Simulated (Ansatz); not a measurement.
Results of PBEsol (PAW; Ansatz, a program for electronic structure) for α-N2.

Settings: plane-wave cutoff 520 eV, 6×6×6 k mesh, Fermi–Dirac smearing 0.01 eV, scalar-relativistic PAW data made under PBE.

Cell (relaxed at this level):

```cif
data_N8
_chemical_formula_sum 'N8'
_space_group_name_H-M_alt 'Pa-3'
_space_group_IT_number 205
_space_group_name_Hall '-P 2ac 2ab 3'
_cell_length_a 6.19181
_cell_length_b 6.19181
_cell_length_c 6.19181
_cell_angle_alpha 90.000
_cell_angle_beta 90.000
_cell_angle_gamma 90.000
loop_
_atom_site_label
_atom_site_type_symbol
_atom_site_symmetry_multiplicity
_atom_site_Wyckoff_symbol
_atom_site_fract_x
_atom_site_fract_y
_atom_site_fract_z
_atom_site_occupancy
N1 N 8 c 0.05127 0.05127 0.05127 1
```

What does this level give for the band gap and smallest direct gap on the k points sampled?


band gap: 7.71 eV
smallest direct gap on the k points sampled: 7.72 eV

Note: for a layered or molecular solid the relaxed cell lies over 5 % above the published volume, where the minimum can be shallow; the cell comes from a level without a dispersion term, which matters for the spacing of layers, chains or molecules.

Computed values are for the static lattice.

The result took around 5 core-minutes (rough).
